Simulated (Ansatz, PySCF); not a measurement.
Reaction (SMILES): [Si](=O)=O + 4 [H][H] (H2) -> 2 O (H2O) + [SiH4] (SiH4)

Wanted: energy of full hydrogenation (electronic), in kcal/mol. Set-up: spin-orbit terms left out; dispersion terms only where a functional's name holds one; valence correlation only; non-relativistic; 6-31G* and kin with 6d, 5d where marked. CBS(X,Y): correlation extrapolated as X^-3; Hartree-Fock from the larger set. Ab initio and DFT rows: single points at B3LYP-D3(BJ) geometries (Ansatz, a first-principles code).

Coupled cluster (Ansatz) is a level with limits of its own, used here on species with T1 under 0.025 (0.045 for open shells) and stable references: CCSD(T)/CBS(cc-pV(T+d)Z,cc-pV(Q+d)Z).

Value to compare with, CCSD(T)/CBS(cc-pV(T+d)Z,cc-pV(Q+d)Z) (Ansatz): -55.7 kcal/mol.

```csv
level,program,energy of full hydrogenation (electronic) (kcal/mol),difference
HF/STO-3G,Ansatz,-146.7,-91.0
HF/6-31G*,Ansatz,-76.6,-20.9
B3LYP/STO-3G,Ansatz,-68.2,-12.5
B3LYP/6-31G,Ansatz,-70.7,-15.0
B3LYP/6-31G*,Ansatz,-44.8,10.9
PBE0/6-31G*,Ansatz,-59.0,-3.3
M06-2X/def2-TZVPD,PySCF,-55.8,-0.1
wB97M-V/def2-TZVPD,Ansatz,-58.3,-2.6
B2PLYP-D3(BJ)/def2-TZVPD,Ansatz + dftd3,-49.1,6.6
```

Among the 6 habitual levels, HF/STO-3G lies farthest from CCSD(T)/CBS(cc-pV(T+d)Z,cc-pV(Q+d)Z) (Ansatz) (-91.0 kcal/mol) and PBE0/6-31G* nearest (-3.3); 1 of 6 lie above it, and their mean absolute difference is 25.6 kcal/mol, the median 13.8. One case shows no general order.

The levels are drawn from those run, B3LYP/6-31G* more often than the rest, none by its result; left out are runs that failed, that the program found above a lower state of the same kind, or whose <S^2> lies over 0.5 above the pure value.
